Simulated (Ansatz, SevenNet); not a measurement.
# CaB6-type LaB₆: properties by level of theory

Reference values: lattice constant a 4.157 Å (measured, 296 K, no zero-point or thermal correction; as tabulated in Tsubota and Kitagawa (2017), doi:10.1038/s41598-017-15766-y); bulk modulus 164 ± 2 GPa (measured, room temperature, not corrected to a static lattice, isothermal; as tabulated in LaB6 under pressure, Phys. Rev. B 80, 172104 (doi 10.1103/PhysRevB.80.172104)).

```tsv
level (code)	equilibrium lattice constant a (Å)	bulk modulus (GPa)
SevenNet-l3i5 (SevenNet)	4.155	176
PBE+SOC (Ansatz)	4.155	(withheld)
PBEsol (Ansatz)	4.130	(withheld)
```

### Question
Some entries are withheld; supply them.

### Answer

- PBE+SOC (Ansatz, a program for electronic structure), bulk modulus (GPa): 174
- PBEsol (Ansatz), bulk modulus (GPa): 180

Differences from the reference values (errors of the level alone only where the reference is corrected to a static lattice):

| level | lattice constant a (%) | bulk modulus (%) |
|---|---|---|
| SevenNet-l3i5 | -0.05 | +7.3 |
| PBE+SOC | -0.05 | +6.1 |
| PBEsol | -0.65 | +9.8 |

Nearest: lattice constant a, not ranked (reference at room or unstated temperature); bulk modulus, not ranked (reference at room or unstated temperature).

Machine-learned potentials (SevenNet-l3i5) are trained on DFT data, which may include these solids.

Ansatz's density-functional and Hartree–Fock values are scalar-relativistic unless marked +SOC, with PAW data made under PBE.

Differences are worked out from the printed values.
